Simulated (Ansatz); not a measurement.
We consider solid CO2 (dry ice), described by LDA (Ansatz, an electronic-structure program, PAW).

Run with plane-wave cutoff 520 eV, 6×6×6 k mesh, Fermi–Dirac smearing 0.01 eV, scalar-relativistic PAW data made under PBE.

Shape and atoms are relaxed at each volume.

The direct gap at Γ against volume; x = 100 ln(V/12.295 Å³). One gap is withheld.

| V (Å³/atom) | x | gap (eV) |
|---|---|---|
| 11.803 | -4.08 | 6.892 |
| 12.049 | -2.02 | 6.850 |
| 12.295 | 0.00 | 6.811 |
| 12.541 | 1.98 | 6.776 |
| 12.787 | 3.92 | ? |

Problem. Fit a straight line to the rows shown, give the volume deformation potential and predict the withheld gap.

Solution. Means of the 4 rows: x̄ = -1.030, ȳ = 6.8323 eV. Σ(x − x̄)(y − ȳ) = -0.3910 and Σ(x − x̄)² = 20.404, so the slope is -0.0192 eV per unit of x, and dE_g/d ln V = -1.9 eV. At x = 3.92: 6.8323 + (-0.0192) × (3.92 − (-1.030)) = 6.737 eV. The run gives 6.744 eV, 0.007 eV above the line, as the curve bends the same way over all rows.
